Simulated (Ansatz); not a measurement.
A first try at vertical and adiabatic energies of changing the electron count of CHClF, SMILES F[CH]Cl, using Ansatz's Python interface.

`adiabatic_chclf.py`:
```python
"""Vertical and adiabatic ionisation of CHClF."""

import itertools

import ansatz as az
from ase.data import atomic_numbers, covalent_radii
import numpy as np

BASIS_SET = "def2-SVP"
XC = "pbe"
NET_CHARGE = 1


def main() -> None:
    chclf = (
        az.Crystal.molecule()
        .atom("F", (-1.2748, -0.1443, -0.306))
        .atom("C", (-0.0806, 0.135, 0.1248))
        .atom("Cl", (0.9986, -1.1057, 0.4569))
        .atom("H", (0.4123, 1.0547, -0.2959))
    )

    base = chclf.calculation().basis(gaussian=BASIS_SET).functional(XC).spin("collinear", total=1)
    symbols = [site.symbol for site in chclf.cartesian_sites]
    start = np.array([site.position_ang for site in chclf.cartesian_sites], dtype=float)
    data = base.relax(force_tolerance=0.01, max_steps=30).run(threads=1).report
    end = np.array(data["positions_ang"])

    minimum = az.Crystal.molecule()
    for symbol, place in zip(symbols, end):
        minimum = minimum.atom(symbol, place.tolist())
    ion = (
        minimum.calculation()
        .basis(gaussian=BASIS_SET)
        .functional(XC)
        .charge(NET_CHARGE)
    )
    vertical = ion.run(threads=1).report()
    settled = ion.relax(force_tolerance=0.01, max_steps=80).run(threads=1).report
    print(f"vertical ionisation energy   {vertical['free_energy_ev'] - data['free_energy_ev']:.3f} eV")
    print(f"adiabatic, no zero point     {settled['free_energy_ev'] - data['free_energy_ev']:.3f} eV")
    print(f"relaxation energy of the ion {vertical['free_energy_ev'] - settled['free_energy_ev']:.3f} eV")
    ionised = np.array(settled["positions_ang"])
    # pairs closer than 1.2 times the sum of covalent radii, before or after
    radius = [covalent_radii[atomic_numbers[s]] for s in symbols]
    span = lambda where, i, j: np.linalg.norm(where[i] - where[j])
    bonded = [(i, j) for i, j in itertools.combinations(range(len(symbols)), 2) if min(span(end, i, j), span(ionised, i, j)) < 1.2 * (radius[i] + radius[j])]
    print("pair        before    after (A)")
    for i, j in bonded:
        print(f"{symbols[i]}{i}-{symbols[j]}{j}".ljust(10), f"{span(end, i, j):8.4f} {span(ionised, i, j):8.4f}")


if __name__ == "__main__":
    main()
```

Output of `python adiabatic_chclf.py`:
```text
Traceback (most recent call last):
  File "adiabatic_chclf.py", line 54, in <module>
    main()
    ~~~~^^
  File "adiabatic_chclf.py", line 38, in main
    vertical = ion.run(threads=1).report()
TypeError: 'dict' object is not callable
```

Why does it end like this?

The fault: report is a dict, not a method. Mended:

```diff
--- before
+++ after
@@ -25,3 +25,3 @@
     start = np.array([site.position_ang for site in chclf.cartesian_sites], dtype=float)
-    data = base.relax(force_tolerance=0.01, max_steps=30).run(threads=1).report
+    data = base.relax(force_tolerance=0.01, max_steps=100).run(threads=1).report
     end = np.array(data["positions_ang"])
@@ -37,3 +37,3 @@
     )
-    vertical = ion.run(threads=1).report()
+    vertical = ion.run(threads=1).report
     settled = ion.relax(force_tolerance=0.01, max_steps=80).run(threads=1).report
```

With that change:

Running `python adiabatic_chclf.py` prints:
```text
vertical ionisation energy   8.949 eV
adiabatic, no zero point     8.148 eV
relaxation energy of the ion 0.802 eV
pair        before    after (A)
F0-C1        1.3337   1.2603
C1-Cl2       1.7256   1.6237
C1-H3        1.1059   1.1150
```

The energies are electronic: no zero-point or thermal terms, and the basis set is short of its limit. The product may relax into another structure. The relaxation finds the nearest minimum, so the adiabatic value is an upper bound. The species is open-shell (spin multiplicity 2). Only the spin states typed were run; another state of an ion can lie lower, by up to an eV or two. Hardware and time: 31 s on 1 thread of Arm Neoverse N1, on a shared host, peak memory 0.21 GiB.
